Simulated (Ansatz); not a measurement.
A made-up structure of CH$_{3}$BN, doublet:

C1  (-0.309, 0.376, -0.217)
B2  (1.356, -1.581, 0.978)
N3  (0.589, -0.667, 0.433)
H4  (-1.072, 0.742, 0.474)
H5  (0.264, 1.220, -0.606)
H6  (-0.828, -0.090, -1.062)
(Å)

It is relaxed with PBE-D4/def2-SVP and then PBE0-D4/def2-TZVP (Ansatz 0.2.0). Atoms count as bonded within 1.22 times the sum of their covalent radii (H–H: 0.88 Å). The end point is not checked to be a true minimum.

**Question.** Does its bonding change? (A judgement: the text doesn't fix the answer.)

**Answer.** By the calculation: No: no bond forms or breaks.

Where it ends: The first stage lowers the energy by 0.34 eV in 5 steps. It ends as CH₃BN ([B][N][CH3]):
C1  (-0.283, 0.325, -0.206)
B2  (1.280, -1.469, 0.933)
N3  (0.549, -0.629, 0.400)
H4  (-1.026, 0.703, 0.502)
H5  (0.299, 1.177, -0.571)
H6  (-0.818, -0.106, -1.058)
(Å)

Labels in which every atom is bracketed show which atoms are joined, not bond orders.

For scale, one of the runs: PBE0-D4/def2-TZVP relaxation, 111 basis functions, launched by `ansatz run in.yaml --threads 2 --pin off --events-out ev --progress --plain --max-ram 4352MiB`. The run took about 18 s on 2 CPU threads of an Arm Neoverse N1 (shared host).
